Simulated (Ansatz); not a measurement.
**NH2Cl (triplet): wave-function methods side by side at distance Cl1–H2 along a hydrogen transfer = 1.466 Å, cc-pVDZ**

Aim: climb from Hartree-Fock through coupled cluster and multireference methods for NH2Cl (triplet) at one geometry and basis, and see what each rung misses.

The runs use Ansatz 0.2.0, Gaussian basis; cc-pVDZ, core rule «outside noble gas», up to 6 orbitals frozen.

To be run: UHF; CCSD(T) on ROHF; CCSD(T) on UHF; BCCD(T) on ROHF; CISD; CCSDT(Q) on ROHF; CCSDT(Q) on UHF; CASSCF and MRCISD+Q, 4 electrons in 4 orbitals; CASSCF and NEVPT2, 4 electrons in 4 orbitals; CASSCF and MRCISD+Q, 14 electrons in 10 orbitals; CASSCF and NEVPT2, 14 electrons in 10 orbitals.

10 further runs of the same task are left out: 9 that didn't finish, 1 set aside as unsound or not needed.

## 1. What is computed

The geometry derives from fragments relaxed apart (PBE0/def2-TZVP) and kept rigid, so it is no stationary point. A hydrogen atom is moved between rigid fragments.

4 atoms, charge 0, spin multiplicity 3.

Atoms are counted from 1 here; the program's logs count them from 0.

Bond lengths: Cl1–H2 1.466 Å, N3–H4 1.040 Å.

## 2. UHF

The input, in.yaml:

```yaml
crystal:
  periodic: [false, false, false]
  atoms:
    - {symbol: Cl, position_ang: [-1.920270, 0.251057, 0.000000]}
    - {symbol: H, position_ang: [-0.454270, 0.251057, 0.000000]}
    - {symbol: N, position_ang: [1.052730, 0.251057, 0.000000]}
    - {symbol: H, position_ang: [1.321811, -0.753170, 0.000000]}
basis:
  gaussian: {orbitals: cc-pVDZ}
magnetization: {spin_polarized: true, initial_magnetization: 2}
hamiltonian: {xc: hf}
output: {orbitals: {seedname: orbitals}}
```

Run with:

```sh
$ ansatz run in.yaml --threads 1 --pin off --events-out ev --progress --plain --max-ram 2393MiB
```

Further steps of the session: CCSD(T) on ROHF; CCSD(T) on UHF; BCCD(T) on ROHF; CISD; CCSDT(Q) on ROHF; CCSDT(Q) on UHF; CASSCF and MRCISD+Q, 4 electrons in 4 orbitals; CASSCF and NEVPT2, 4 electrons in 4 orbitals; CASSCF and MRCISD+Q, 14 electrons in 10 orbitals; CASSCF and NEVPT2, 14 electrons in 10 orbitals.

Before running them: what should the planned runs give, taken together? Wanted: UCCSDT(Q) below the RHF energy; RMP2 from UCCSDT(Q); UMP2 from UCCSDT(Q); RCCSD from UCCSDT(Q); RCCSD(T) from UCCSDT(Q); UCCSD(T) from UCCSDT(Q); RCCSDT(Q) from UCCSDT(Q); NEVPT2 valence from UCCSDT(Q); MRCISD+Q valence from UCCSDT(Q).

**Answer**, as computed:

| quantity | value |
| --- | --- |
| UCCSDT(Q) below the RHF energy | -8.4502 eV |
| RMP2 from UCCSDT(Q) | +111.0 kJ/mol |
| UMP2 from UCCSDT(Q) | +110.1 kJ/mol |
| RCCSD from UCCSDT(Q) | +18.0 kJ/mol |
| RCCSD(T) from UCCSDT(Q) | +3.4 kJ/mol |
| UCCSD(T) from UCCSDT(Q) | +3.2 kJ/mol |
| RCCSDT(Q) from UCCSDT(Q) | +0.1 kJ/mol |
| NEVPT2 valence from UCCSDT(Q) | +135.3 kJ/mol |
| MRCISD+Q valence from UCCSDT(Q) | +3.0 kJ/mol |
| levels within 1 kcal/mol (43 meV) | RCCSD(T), UCCSD(T), BCCD(T), RCCSDT, UCCSDT, RCCSDT(Q), MRCISD+Q valence |
| T1 diagnostic | 0.023 |
| effectively unpaired electrons | 2.02 |

RCCSD(T) lands +3.4 kJ/mol from the yardstick (0.4 % of the correlation energy). One determinant dominates. Of the multireference levels listed MRCISD+Q valence comes nearest in total energy (+3.0 kJ/mol), which doesn't show that its space is the better one. These misses are within one basis, not against nature; the frozen cores of restricted and unrestricted runs differ, which can shift their rows.
